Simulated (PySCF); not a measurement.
# norflurane: calculation against experiment

**Measured values to compare with.**

NIST CCCBDB Release 22 (SRD 101), experimental dipoles lists, for the gas: dipole moment 2.058 ± 0.01 D.

NIST CCCBDB Release 22 (SRD 101), experimental polarizabilities lists, for the gas: mean polarisability 4.549 Å³.

The results are set against them at the end.

Species: norflurane, C₂H₂F₄.
Numbering: `[F:1][CH2:2][C:3]([F:4])([F:5])[F:6]` (hydrogens: H7, H8 on C2)

Structure used (GFN2-xTB), in Å, numbered top down from 1:
```xyz
8
C2H2F4 angstrom
F      1.261   -1.258    0.012
C      0.803    0.020    0.010
C     -0.728    0.032   -0.015
F     -1.264   -0.567    1.048
F     -1.228   -0.555   -1.102
F     -1.165    1.301   -0.015
H      1.181    0.523   -0.886
H      1.151    0.515    0.923
```

The PySCF runs (gas phase, on this GFN2-xTB geometry; no spin–orbit coupling):

```json
{"level": "PBE0/pcSseg-1", "job": "shieldings, charges and field gradients", "basis functions": "112", "wall time": "6.2 s"}
{"level": "B3LYP/def2-SVPD", "job": "8 singlets by full TDDFT, 3 Tamm–Dancoff triplets, polarisability", "basis functions": "148", "wall time": "18 s"}
{"level": "B3LYP/pcJ-1", "job": "spin–spin couplings from 8 perturbed nuclei", "basis functions": "182", "wall time": "20 s"}
```

Hardware: an x86-64 server with one thread, on a shared host.

Results beside the measurements:

**Dipole moment.** Measured: 2.058 D (NIST CCCBDB Release 22 (SRD 101), experimental dipoles).

| level | computed (D) | computed − measured (D) | % (from the printed values) |
| --- | --- | --- | --- |
| PBE0/pcSseg-1 | 2.045 | -0.013 | -1 |
| B3LYP/def2-SVPD | 2.071 | +0.013 | +1 |
| B3LYP/pcJ-1 | 2.040 | -0.018 | -1 |

The computed dipoles belong to one fixed geometry; measured ones are averaged over vibrations unless marked μe. Magnitudes are compared, not signs.

**Mean polarisability.** Measured: 4.549 Å³ (NIST CCCBDB Release 22 (SRD 101), experimental polarizabilities).

| level | computed (Å³) | computed − measured (Å³) | % (from the printed values) |
| --- | --- | --- | --- |
| B3LYP/def2-SVPD | 4.510 | -0.039 | -1 |

The computed values are static and purely electronic, with core orbitals frozen in the response (1 au = 0.148185 Å³). The table of measured values doesn't say here whether a value is static or optical, or holds a vibrational part.

The geometry is computed, not the measured one. Where a level misses, the cause wasn't examined.
